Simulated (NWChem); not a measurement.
Species: hydroxide (OH anion); SMILES [OH-]

Program: NWChem. Sets without diffuse functions describe the anion's extra electron poorly. Structure relaxed at the B3LYP/def2-SVPD level.

For level Hartree-Fock/def2-QZVP:

| Quantity | Value |
|---|---|
| highest occupied level (eV) | -2.62 |
| orbital gap (eV) | 12.09 |

### Question
What are these values for level Hartree-Fock/def2-TZVPP?

### Answer
The highest occupied level (eV) is -2.23 and the orbital gap (eV) is 13.04.
